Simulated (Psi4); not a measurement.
# H2S2 (SMILES SS) at 4 levels

We compute a comparison of 4 runs (B3LYP/def2-TZVPP, M06-L/def2-TZVPP, PBE/def2-TZVPP, r2SCAN/def2-TZVPP) of H2S2. 

The calculation is run with Psi4 1.11.

1 further run of the same task is left out (it didn't finish).

**1. The structure to begin with**

The species is H2S2 (4 atoms), meant as a singlet with charge 0. As SMILES, `SS`. The S2–H4 distance was set to 2.424 Å, away from the relaxed value. At this shape a bond of the SMILES string is far longer than usual.

Bond lengths: S1–S2 2.046 Å, S1–H3 1.347 Å. Angles: S2–S1–H3 98.6°.

**2. Energy and gradient at B3LYP/def2-TZVPP (run 1)**

File h2s2.in:

```
memory 2200 mb

molecule system {
  S
  S 1 R2
  H 1 R3 2 A3
  H 2 R4 1 A4 3 D4

  R2 = 2.04584
  R3 = 1.346721
  A3 = 98.63407
  R4 = 2.4241
  A4 = 98.63404
  D4 = -90.4934
  symmetry c1
  no_reorient
  no_com
}

set puream true
set e_convergence 1e-09
set d_convergence 1e-08
set scf_type pk
set dft_radial_points 99
set dft_spherical_points 590

E, wfn = gradient("b3lyp/def2-TZVPP", return_wfn=True)
oeprop(wfn, "LOWDIN_CHARGES", "MULLIKEN_CHARGES", "DIPOLE", title="B3LYP")
```

Command:

```
$ psi4 -n 1 h2s2.in h2s2.out
```

h2s2.out:

```text
[...]
  Running in c1 symmetry.
[...]
  Nuclear repulsion =   81.868099999987749
[...]
  Multiplicity = 1
[...]
  Nalpha       = 17
  Nbeta        = 17
[...]
    Number of basis functions: 112
[...]
   @RKS iter   1:  -797.39449924653263   -1.61812e-01   5.09491e-03 DIIS/ADIIS
[...]
   @RKS iter  13:  -797.53433895588159   -3.59250e-11   7.27888e-09 DIIS
[...]
    Orbital Energies [Eh]
    ---------------------
    Doubly Occupied:
       1A    -88.912947     2A    -88.912402     3A     -7.987120
       4A     -7.982472     5A     -5.950143     6A     -5.946471
       7A     -5.946021     8A     -5.944554     9A     -5.942486
      10A     -5.935129    11A     -0.812796    12A     -0.653357
      13A     -0.448444    14A     -0.378971    15A     -0.351762
      16A     -0.269316    17A     -0.261054
[...]
  @RKS Final Energy:  -797.53433895588159
   => Energetics <=
    Nuclear Repulsion Energy =             81.8680999999877486
    One-Electron Energy =               -1263.7459155109897893
    Two-Electron Energy =                 426.2240683514973512
    DFT Exchange-Correlation Energy =     -41.8805917963767627
    Empirical Dispersion Energy =           0.0000000000000000
    VV10 Nonlocal Energy =                  0.0000000000000000
    Total Energy =                       -797.5343389558814806
[...]
  -Total Gradient:
     Atom            X                  Y                   Z
    ------   -----------------  -----------------  -----------------
       1        0.004654826095     0.000072629777    -0.015992914885
       2       -0.049304878527     0.001383995029     0.011550038560
       3       -0.000164317206    -0.000979485644     0.001458030622
       4        0.044814532200    -0.000477233077     0.002985197287
[...]
```

Run time: 13 s. Hardware: 1 thread of Intel Xeon 6975P-C (Granite Rapids), shared host; peak memory 0.78 GiB.

**3. Energy and gradient at M06-L/def2-TZVPP (run 2)**

File calc.dat:

```
memory 2200 mb

molecule {
  0 1
  S      2.50971125    -1.33823412     2.06608859
  S      1.14105821     2.27259787     1.87838210
  H      0.60127684    -2.40286803     3.37035867
  H     -1.17028849     1.92799308    -2.06159672
  units au
  symmetry c1
}

set {
  basis                def2-TZVPP
  puream               true
  e_convergence        1e-09
  d_convergence        1e-08
  scf_type             pk
  dft_radial_points    99
  dft_spherical_points 590
}

result = gradient('m06-l')
```

Command:

```
$ psi4 -i calc.dat -o calc.out -n 1
```

calc.out:

```text
[...]
  Running in c1 symmetry.
[...]
  Nuclear repulsion =   81.868102920089342
[...]
  Multiplicity = 1
[...]
  Nalpha       = 17
  Nbeta        = 17
[...]
    Number of basis functions: 112
[...]
   @RKS iter   1:  -797.35233176866655   -1.47577e-01   4.82291e-03 DIIS/ADIIS
[...]
   @RKS iter  15:  -797.48614759011059   -3.29692e-12   8.87136e-09 DIIS
[...]
    Orbital Energies [Eh]
    ---------------------
    Doubly Occupied:
       1A    -88.584837     2A    -88.578387     3A     -7.943612
       4A     -7.933523     5A     -5.854954     6A     -5.850664
       7A     -5.845764     8A     -5.845505     9A     -5.843757
      10A     -5.832910    11A     -0.773281    12A     -0.618159
      13A     -0.418623    14A     -0.351737    15A     -0.326568
      16A     -0.240829    17A     -0.237937
[...]
  @RKS Final Energy:  -797.48614759011059
   => Energetics <=
    Nuclear Repulsion Energy =             81.8681029200893420
    One-Electron Energy =               -1263.8412262354695486
    Two-Electron Energy =                 436.4552455992145497
    DFT Exchange-Correlation Energy =     -51.9682698739448554
    Empirical Dispersion Energy =           0.0000000000000000
    VV10 Nonlocal Energy =                  0.0000000000000000
    Total Energy =                       -797.4861475901105905
[...]
  -Total Gradient:
     Atom            X                  Y                   Z
    ------   -----------------  -----------------  -----------------
       1        0.008461066182    -0.026944454628    -0.003114398761
       2        0.012218713910     0.032469470117     0.039919075446
       3       -0.000356166841     0.001316592382     0.000001255992
       4       -0.020275941361    -0.006832192346    -0.036848940958
[...]
```

Run time: 22 s. Hardware: 1 thread of Intel Xeon 6975P-C (Granite Rapids), shared host; peak memory 0.85 GiB.

Run 3 isn't shown in full; the table further down has it.

**4. Energy and gradient at r2SCAN/def2-TZVPP (run 4)**

File h2s2.in:

```
memory 2.2 GB

molecule {
  0 1
  S      1.328082    -0.708163     1.093327
  S      0.603822     1.202607     0.993997
  H      0.318182    -1.271543     1.783517
  H     -0.619290     1.020250    -1.090950
  symmetry c1
}

set globals {
  puream true
  e_convergence 1e-09
  d_convergence 1e-08
  scf_type pk
  dft_radial_points 99
  dft_spherical_points 590
}

e, wfn = gradient("r2scan/def2-TZVPP", return_wfn=True)
oeprop(wfn, "MULLIKEN_CHARGES", "MAYER_INDICES", "LOWDIN_CHARGES")
```

Command:

```
$ psi4 -n 1 h2s2.in h2s2.out
```

h2s2.out:

```text
[...]
  Running in c1 symmetry.
[...]
  Nuclear repulsion =   81.868102922887644
[...]
  Multiplicity = 1
[...]
  Nalpha       = 17
  Nbeta        = 17
[...]
    Number of basis functions: 112
[...]
   @RKS iter   1:  -797.30722536819485   -1.31046e-01   5.00732e-03 ADIIS/DIIS
[...]
   @RKS iter  14:  -797.44129920253602   -7.38964e-12   7.64679e-09 DIIS
[...]
    Orbital Energies [Eh]
    ---------------------
    Doubly Occupied:
       1A    -88.593396     2A    -88.588911     3A     -7.903729
       4A     -7.895398     5A     -5.849244     6A     -5.845307
       7A     -5.841647     8A     -5.841272     9A     -5.840134
      10A     -5.830039    11A     -0.775297    12A     -0.617163
      13A     -0.421547    14A     -0.355548    15A     -0.329461
      16A     -0.241821    17A     -0.240276
[...]
  @RKS Final Energy:  -797.44129920253602
   => Energetics <=
    Nuclear Repulsion Energy =             81.8681029228876440
    One-Electron Energy =               -1263.6909286277298179
    Two-Electron Energy =                 436.2765874460516216
    DFT Exchange-Correlation Energy =     -51.8950609437453920
    Empirical Dispersion Energy =           0.0000000000000000
    VV10 Nonlocal Energy =                  0.0000000000000000
    Total Energy =                       -797.4412992025360154
[...]
  -Total Gradient:
     Atom            X                  Y                   Z
    ------   -----------------  -----------------  -----------------
       1        0.004776187674    -0.022205743382    -0.002505912036
       2        0.015003460363     0.027273207382     0.041462080040
       3        0.001122022968     0.002025528175    -0.000951674693
       4       -0.020869941221    -0.007036590536    -0.037948299764
[...]
```

Wall time 23 s (1 thread of Intel Xeon 6975P-C (Granite Rapids), shared host); peak memory 0.85 GiB.

**5. All runs side by side**

| run | level | task | energy (Eh) | dipole moment (D) | HOMO energy (eV) | LUMO energy (eV) | wall time |
| --- | --- | --- | --- | --- | --- | --- | --- |
| 1 | B3LYP/def2-TZVPP | gradient | -797.534339 | 1.50 | -7.10 | -4.17 | 13 s |
| 2 | M06-L/def2-TZVPP | gradient | -797.486148 | 1.60 | -6.47 | -4.64 | 22 s |
| 3 | PBE/def2-TZVPP | energy | -797.164187 | 1.54 | -6.25 | -4.61 | 9.9 s |
| 4 | r2SCAN/def2-TZVPP | gradient | -797.441299 | 1.56 | -6.54 | -4.66 | 23 s |

**6. What came out**

```
                       quantity          value
            run 4: total energy  -797.44130 Eh
           run 4: dipole moment         1.56 D
             run 4: HOMO energy       -6.54 eV
             run 4: LUMO energy       -4.66 eV
           run 4: HOMO–LUMO gap        1.87 eV
run 4: largest force on an atom     2.666 eV/Å
```

What this shows: The dipole moment (its size) runs from 1.50 D (B3LYP/def2-TZVPP) to 1.60 D (M06-L/def2-TZVPP). The HOMO–LUMO gap runs from 1.65 eV (PBE/def2-TZVPP) to 2.94 eV (B3LYP/def2-TZVPP). Totals of different functionals can't be ranked against each other. In runs 1, 2, 3, 4 a closed-shell determinant meets a far-stretched bond, which it describes badly. All runs together took 68 s, the longest 23 s.
